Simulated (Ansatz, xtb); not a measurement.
# Ligand exchange: C2H5F + NH3 → C2H7N + HF

Species: C2H5F `CCF`, singlet; NH3 (ammonia) `N`, singlet; C2H7N (ethanamine) `CCN`, singlet; HF (hydrogen fluoride), singlet. The partners trade F for NH2: C–F and H–NH2 bonds give way to C–NH2 and H–F.

Shapes, held fixed at every level: PBE0-D4/def2-TZVP. Flexible molecules stand in one conformer, not always the lowest. Programs: Ansatz 0.2.0, xtb 6.7.1. The zero-point and thermal change to 298 K, harmonic and unscaled (PBE0-D4/def2-TZVP), is -0.4 kJ/mol.

(1) Estimate the reaction enthalpy at 298 K.

## Answers

(1) From tabulated heats of formation (Active Thermochemical Tables, CRC Handbook of Chemistry and Physics), ΔH(298 K) = -2.1 kJ/mol. Nearest: CCSD/def2-TZVPP (-0.1); farthest: GFN0-xTB (-51.1). 6 of 8 levels lie within 10 kJ/mol. The CBS estimate extrapolates MP2 from def2-TZVPP and def2-QZVPP and adds CCSD(T) − MP2 in the triple-zeta set, cores frozen.

```json
{"level": "GFN0-xTB", "kind": "semi-empirical", "ΔH (kJ/mol)": "-53.2", "computed − measured": "-51.1"}
{"level": "HF/def2-TZVPP", "kind": "Hartree–Fock", "ΔH (kJ/mol)": "+13.1", "computed − measured": "+15.2"}
{"level": "PBE-D4/def2-TZVPP", "kind": "GGA", "ΔH (kJ/mol)": "+0.9", "computed − measured": "+3.0"}
{"level": "B3LYP-D4/def2-TZVPP", "kind": "global hybrid", "ΔH (kJ/mol)": "+5.2", "computed − measured": "+7.3"}
{"level": "BHLYP-D4/def2-TZVPP", "kind": "global hybrid", "ΔH (kJ/mol)": "+5.4", "computed − measured": "+7.5"}
{"level": "MP2/def2-TZVPP", "kind": "perturbation theory", "ΔH (kJ/mol)": "-10.0", "computed − measured": "-7.8"}
{"level": "CCSD/def2-TZVPP", "kind": "coupled cluster or CI", "ΔH (kJ/mol)": "-2.2", "computed − measured": "-0.1"}
{"level": "CCSD(T)/CBS estimate", "kind": "coupled cluster or CI", "ΔH (kJ/mol)": "-5.7", "computed − measured": "-3.6"}
```
